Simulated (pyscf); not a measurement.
Optimised with ωB97X-D3(BJ)/def2-SVP in PySCF.

SMILES: [O]=[AlH]
```xyz
3

O      1.2291     2.1570     0.0728
Al     0.6914     0.6608    -0.0776
H      0.1649    -0.8043    -0.2248
```

**Question.** What is the homolytic dissociation enthalpy (298 K, ωB97M-D3(BJ)/def2-TZVP) of the Al–H bond of O=AlH, to [O=Al]• + H•?

**Answer.** Al–H to [O=Al]• + H•: 3.17 eV. The 7 functionals that were run give +2.92 (PBE) to +3.21 eV (ωB97X-D3(BJ)). The radicals are drawn with the spin at the cut bond; how far it spreads was not checked. O=AlH lies 1.90 eV over its isomer HO–Al [singlet], and others may lie lower still (electronic energy, ωB97M-D3(BJ)). The term symbol of open-shell O=Al was not checked; spin-orbit terms are left out.
